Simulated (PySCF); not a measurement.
Molecule: Ethenylcyclopropane (C=CC1CC1, C5H8).

Geometry:
| atom | x (Å) | y (Å) | z (Å) |
| --- | --- | --- | --- |
| C1 | 1.847 | -0.408 | 0.528 |
| C2 | 1.193 | 0.363 | -0.343 |
| C3 | -0.254 | 0.686 | -0.319 |
| C4 | -1.234 | -0.067 | 0.526 |
| C5 | -1.251 | -0.251 | -0.960 |
| H6 | 1.346 | -0.861 | 1.389 |
| H7 | 2.915 | -0.612 | 0.413 |
| H8 | 1.752 | 0.805 | -1.177 |
| H9 | -0.470 | 1.750 | -0.470 |
| H10 | -2.045 | 0.499 | 0.992 |
| H11 | -0.863 | -0.895 | 1.136 |
| H12 | -0.863 | -1.193 | -1.358 |
| H13 | -2.072 | 0.183 | -1.537 |

Geometry PBE0-D3(BJ)/def2-SVP throughout; GIAO in PySCF 2.14.0 with density-fitted response routines, gas phase, one conformer, non-relativistic; equivalent atoms averaged; basis pcSseg-2.

Q: How do the shifts δ (against TMS at the same level) depend on the functional? (a selection of nuclei; ppm; last column core-seconds on 1 thread of an x86-64 server CPU, shared host)

A: 
| functional | kind | C2 | C1 | C3 | C4/C5 | H8 | H7 | H6 | H9 | H11/H12 | core-s |
| --- | --- | --- | --- | --- | --- | --- | --- | --- | --- | --- | --- |
| HF | Hartree–Fock | 151.8 | 120.1 | 9.7 | 3.9 | 6.50 | 5.09 | 5.09 | 0.98 | 0.42 | 13 |
| LDA | LDA | 159.5 | 123.8 | 20.5 | 7.9 | 6.88 | 5.24 | 5.23 | 1.57 | 0.53 | 26 |
| PBE | GGA | 153.0 | 118.4 | 19.2 | 7.9 | 6.74 | 5.12 | 5.12 | 1.46 | 0.51 | 34 |
| BLYP | GGA | 153.4 | 117.0 | 19.2 | 7.9 | 6.66 | 5.02 | 5.03 | 1.41 | 0.50 | 36 |
| BP86 | GGA | 152.4 | 118.1 | 19.3 | 8.1 | 6.70 | 5.10 | 5.11 | 1.44 | 0.51 | 32 |
| OPBE | GGA | 146.6 | 115.5 | 18.8 | 8.3 | 6.72 | 5.19 | 5.15 | 1.47 | 0.55 | 35 |
| KT2 | GGA | 143.9 | 110.6 | 17.0 | 6.4 | 6.58 | 4.93 | 4.97 | 1.41 | 0.46 | 37 |
| KT3 | GGA | 141.9 | 109.4 | 17.0 | 6.9 | 6.53 | 4.93 | 4.94 | 1.39 | 0.49 | 42 |
| B97-D | GGA | 147.9 | 114.0 | 18.5 | 7.9 | 6.62 | 5.02 | 5.04 | 1.40 | 0.51 | 34 |
| B3LYP | global hybrid | 154.4 | 119.6 | 17.3 | 7.1 | 6.62 | 5.07 | 5.07 | 1.32 | 0.49 | 26 |
| PBE0 | global hybrid | 153.8 | 121.0 | 16.8 | 7.0 | 6.69 | 5.17 | 5.15 | 1.34 | 0.49 | 64 |
| mPW1PW91 | global hybrid | 153.7 | 121.1 | 16.9 | 7.1 | 6.65 | 5.16 | 5.14 | 1.32 | 0.49 | 24 |
| WP04 | global hybrid | 150.8 | 120.0 | 18.3 | 8.6 | 6.22 | 4.90 | 4.85 | 1.27 | 0.55 | 47 |
| B97-2 | global hybrid | 150.3 | 118.0 | 16.8 | 7.2 | 6.61 | 5.11 | 5.10 | 1.32 | 0.49 | 50 |
| BHandHLYP | global hybrid | 154.5 | 121.3 | 14.4 | 5.8 | 6.57 | 5.10 | 5.09 | 1.19 | 0.46 | 46 |
| CAM-B3LYP | range-separated hybrid | 157.0 | 122.9 | 16.0 | 6.5 | 6.65 | 5.15 | 5.15 | 1.28 | 0.50 | 64 |
| wB97X-D | range-separated hybrid | 155.0 | 122.4 | 16.3 | 7.2 | 6.64 | 5.19 | 5.18 | 1.27 | 0.50 | 62 |
| LC-wPBE | range-separated hybrid | 158.4 | 127.7 | 15.6 | 7.0 | 6.68 | 5.32 | 5.29 | 1.27 | 0.54 | 79 |

Q: Which nucleus among those listed moves most, in ppm?

A: C1 (terminal =CH2 carbon): from 109.4 ppm with KT3 to 127.7 ppm with LC-wPBE. The smallest spread is 0.14 ppm, at H11/H12. Proton shifts span only some 12 ppm, so a few tenths of a ppm matter as much there as several ppm in carbon.
